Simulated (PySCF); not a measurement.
# BP⁻ at ROHF-MP2

Level: ROHF-MP2. B def2-TZVPPD, P def2-TZVPPD; no relativity (PySCF 2.14).

| Item | Value |
| --- | --- |
| state | ²Σ⁺ (doublet), unpaired electrons σ ↑ |
| bond length | 3.229 bohr |
| harmonic wavenumber | 1019 cm⁻¹ |
| force constant | 4.97 mdyn/Å |
| rotational constant Be | 0.7110 cm⁻¹ |
| anharmonicity ωexe | 5.22 cm⁻¹ |
| vibration–rotation constant αe | 0.00541 cm⁻¹ |

Correlated steps freeze 6 core orbitals. The state is the lowest determinant that a PBE0 search found; another state may lie lower at other levels.
